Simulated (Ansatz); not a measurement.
`CS[SiH]` + H–F → `F[SiH]` + CH₃SH at 500 K and 1 bar (ligand exchange at the Si–S bond).

Computed with Ansatz on PBE0-D4/def2-TZVP structures; ΔE is electronic, products minus reactants. CBS: MP2 limit from def2 TZ/QZ plus the TZ coupled-cluster correction, frozen cores. This one scheme is used for every species.

| species | CCSD(T)/CBS energy (Eh) | H − E (kJ/mol) | S (J/(mol·K)) |
| --- | --- | --- | --- |
| `CS[SiH]` | -727.28803 | 154.1 | 338.3 |
| H–F | -100.39570 | 39.4 | 188.7 |
| `F[SiH]` | -389.46371 | 40.7 | 260.3 |
| CH₃SH | -438.22835 | 145.1 | 283.7 |

H − E and S are ideal-gas, rigid-rotor, harmonic terms from PBE0-D4/def2-TZVP. 1 Eh = 2625.50 kJ/mol, R = 8.31446 J/(mol·K).

Problem. By hand: ΔE, ΔH, ΔS and ΔG.

Solution. ΔE = (-389.46371) + (-438.22835) − (-727.28803) − (-100.39570) = -0.00833 Eh = -21.9 kJ/mol. Δ(H − E) = 40.7 + 145.1 − 154.1 − 39.4 = -7.7, so ΔH = -29.6 kJ/mol. ΔS = 260.3 + 283.7 − 338.3 − 188.7 = 17.0 J/(mol·K). ΔG = -29.6 − 500 × (17.0)/1000 = -38.1 kJ/mol.

Problem. By hand: the equilibrium constant, and the temperature at which ΔG would vanish if ΔH and ΔS stayed fixed.

Solution. log₁₀ K = −ΔG/(RT ln 10) = 4.0. ΔH and −TΔS have one sign here, so there is no such temperature.

ΔH outweighs TΔS. A doubt of 5 kJ/mol in ΔE shifts log₁₀ K by 0.5 here. These are equilibria of isolated gas molecules and say nothing of rates. Largest T1 diagnostic: 0.016 (customary marks: 0.02 for closed shells, 0.045 for open ones).
